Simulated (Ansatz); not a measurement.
Geometry optimisation, Ansatz, RKS B3LYP/def2-SVP.

input.yaml

```yaml
crystal:
  periodic: [false, false, false]
  atoms:
    - { symbol: Si, position_ang: [0.0, 0.0, 0.0] }
    - { symbol: O, position_ang: [1.0382, 0.0, 1.5673] }
    - { symbol: H, position_ang: [0.1287, -0.2814, 1.9044] }
    - { symbol: H, position_ang: [1.629, 0.0, 0.3193] }
    - { symbol: O, position_ang: [-0.7913, 1.3709, -0.5594] }
    - { symbol: H, position_ang: [-1.7491, 1.1401, -0.7818] }
    - { symbol: H, position_ang: [-0.6877, -1.1914, -0.4862] }
basis:
  gaussian: { orbitals: def2-SVP }
hamiltonian:
  xc: b3lyp
relax:
  f_tol: 0.15
  max_steps: 25
  restrain:
    - { distance: [1, 3], at: 2.21, k: 30.0 }
    - { distance: [0, 1], at: 1.68, k: 30.0 }
    - { distance: [0, 3], at: 1.46, k: 30.0 }
```

Run as:

```bash
$ ansatz run input.yaml --threads 1 --pin off --max-ram 2048MiB --backend cpu --events-out ev --progress --plain --runs-dir out
```

**Question.** Where does it end, and by what steps?

**Answer.** It converged. The restraints hold the end off the free minimum. After 7 steps the energy has fallen by 5.011 eV (the restraints' own energy left out); H4 moved furthest, 0.70 Å.

```tsv
step	energy less start (eV)	largest force component (eV/Å)	accepted
0	0.0000	6.212	yes
1	-2.1454	3.865	yes
2	-3.4077	3.167	yes
3	-4.5376	1.789	yes
4	-4.9537	1.966	yes
5	-5.0087	0.950	yes
6	-5.0096	0.992	yes
7	-5.0106	0.943	yes
```

```xyz
7
Properties=species:S:1:pos:R:3
Si 0.209 -0.022 0.021
O 0.611 -0.089 1.631
H -0.079 -0.152 2.302
H 1.601 0.085 -0.380
O -0.698 1.303 -0.403
H -1.595 1.157 -0.720
H -0.481 -1.244 -0.487
```

The run took 17 s on 1 thread of Arm Neoverse V1, with other jobs on the host, peak memory 0.12 GiB.
